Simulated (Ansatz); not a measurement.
Relaxation of CH4AlF (7 atoms, charge 0, multiplicity 1), to a largest force component of 0.02 eV/Å in at most 40 steps.

Theory: RKS PBE0-D4/def2-SVP (Ansatz 0.2.0).

```xyz
7
Properties=species:S:1:pos:R:3
Al 0.000 0.000 0.000
C 0.000 0.000 1.970
H -1.000 -0.309 2.341
H 0.768 -0.711 2.341
H 0.232 1.020 2.341
F 1.464 0.000 -0.845
H -1.351 0.000 -0.780
```

Task: Where does it end, and by what steps?

Result: The run converged. After 4 steps the energy has fallen by 0.049 eV; H7 moved furthest, 0.12 Å.

```json
{"step": "0", "energy less start (eV)": "0.0000", "largest force component (eV/Å)": "0.557", "accepted": "yes"}
{"step": "1", "energy less start (eV)": "-0.0434", "largest force component (eV/Å)": "0.280", "accepted": "yes"}
{"step": "2", "energy less start (eV)": "-0.0490", "largest force component (eV/Å)": "0.066", "accepted": "yes"}
{"step": "3", "energy less start (eV)": "-0.0493", "largest force component (eV/Å)": "0.030", "accepted": "yes"}
{"step": "4", "energy less start (eV)": "-0.0495", "largest force component (eV/Å)": "0.019", "accepted": "yes"}
```

```xyz
7
Properties=species:S:1:pos:R:3
Al -0.038 -0.005 0.019
C 0.003 -0.011 1.959
H -0.963 -0.308 2.399
H 0.783 -0.686 2.348
H 0.240 0.998 2.340
F 1.417 -0.004 -0.802
H -1.329 0.016 -0.896
```

Whether the end is a true minimum wasn't checked by a vibrational analysis.

Time of the run: 11 s on 1 thread of Arm Neoverse V1, on a shared host, peak memory 0.13 GiB.
